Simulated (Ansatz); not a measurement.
A barrier at the coupled-cluster level

Start structure (SiPH7O, singlet), relaxed at PBE0-D4/def2-TZVP:

| atom | x (Å) | y (Å) | z (Å) |
| --- | --- | --- | --- |
| Si1 | -1.5139 | 0.9062 | -0.0912 |
| O2 | -0.0503 | 1.2134 | 0.6122 |
| H3 | -2.1656 | -0.2980 | 0.4887 |
| H4 | -2.4370 | 2.0614 | 0.0904 |
| H5 | -1.2432 | 0.7002 | -1.5309 |
| H6 | 1.8247 | -1.3986 | 0.9242 |
| P7 | 1.3025 | -1.5626 | -0.3841 |
| H8 | -0.0495 | 1.4388 | 1.5430 |
| H9 | 2.2559 | -2.5573 | -0.7325 |
| H10 | 2.0767 | -0.5033 | -0.9200 |

The step: SiH₄O ([OH][SiH3]) + PH₃ → SiPH₅ ([SiH3][PH2]) + H₂O; bonds formed: Si1–P7, O2–H6; bonds broken: Si1–O2, H6–P7. Program: Ansatz 0.2.0. Basis: def2-TZVPP and def2-QZVPP. Cores are frozen in the correlated methods. Extrapolation: Hartree–Fock as exp(−7.88 √X), correlation as X^−2.97. Energies below are by CCSD(T) at an estimated basis limit (MP2 extrapolated from triple and quadruple zeta, plus CCSD(T) − MP2 in triple zeta).

(1) What are the electronic barrier and the energy of the step, from the start structure to the end structure? (To be estimated.)

T1 diagnostic: at most 0.013.

Results:

(1) By the calculation: Barrier 2.453 eV; step energy 0.608 eV (uphill); reverse barrier, their difference, 1.845 eV. Barrier and step energy count from the start structure, the reverse barrier from the end structure.

The saddle point: One imaginary mode of 833i cm⁻¹.
```
  pair  start (Å)  saddle (Å)  end (Å)
Si1–P7       3.76        2.60     2.26
 O2–H6       3.23        1.14     0.96
Si1–O2       1.65        1.81     3.46
 H6–P7       1.42        1.77     2.64
```

Zero-point energy (harmonic, PBE0-D4): ZPE is 1.734 eV at the start and 1.706 eV at the saddle, so the barrier goes from 2.453 to 2.424 eV.

Labels in which every atom is bracketed show which atoms are joined, not bond orders.

For scale, one of the runs: CCSD(T)/def2-TZVPP, 213 basis functions, launched by `ansatz run in.yaml --threads 4 --pin off --events-out ev --progress --plain --max-ram 9574MiB`. The run took 43 s on 4 CPU threads of an AMD EPYC 7R43 (shared host), with 2.9 GiB of host memory at its peak.
